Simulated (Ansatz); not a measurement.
Cu₂CdSnS₄ (I-42m, No. 121; cell taken from a computed entry) was calculated with LDA (Ansatz, a first-principles code, plane waves, PAW).

Run with plane-wave cutoff 520 eV, 14×14×14 k mesh, Fermi–Dirac smearing 0.05 eV, no spin polarisation, scalar-relativistic PAW data made under PBE.

Cell (relaxed with PBEsol):

```cif
data_Cd2Cu4S8Sn2
_chemical_formula_sum 'Cd2 Cu4 Sn2 S8'
_space_group_name_H-M_alt 'I-42m'
_space_group_IT_number 121
_space_group_name_Hall 'I -4 2'
_cell_length_a 5.52867
_cell_length_b 5.52867
_cell_length_c 10.83178
_cell_angle_alpha 90.000
_cell_angle_beta 90.000
_cell_angle_gamma 90.000
loop_
_atom_site_label
_atom_site_type_symbol
_atom_site_symmetry_multiplicity
_atom_site_Wyckoff_symbol
_atom_site_fract_x
_atom_site_fract_y
_atom_site_fract_z
_atom_site_occupancy
Cd1 Cd 2 a 0.00000 0.00000 0.00000 1
Cu1 Cu 4 d 0.00000 0.50000 0.25000 1
Sn1 Sn 2 b 0.00000 0.00000 0.50000 1
S1 S 8 i 0.24378 0.24378 0.35845 1
```
(The calculation used a cell of 8 atoms; values per cell refer to that cell.)

Problem. What does this level give for the band gap and smallest direct gap on the k points sampled?

Solution. 
- band gap: 0.03 eV (under three smearing widths, so not firm)
- smallest direct gap on the k points sampled: 0.04 eV (under three smearing widths, so not firm)

Note: cell and atoms aren't relaxed at this level (largest force component 0.03 eV/Å, pressure -2.4 GPa).

Spin–orbit coupling is not included; it can close the smallest gap of 0.03 eV.

The computed numbers hold no vibrational or temperature effects.

Computing time: about 6 core-minutes (a rough figure).
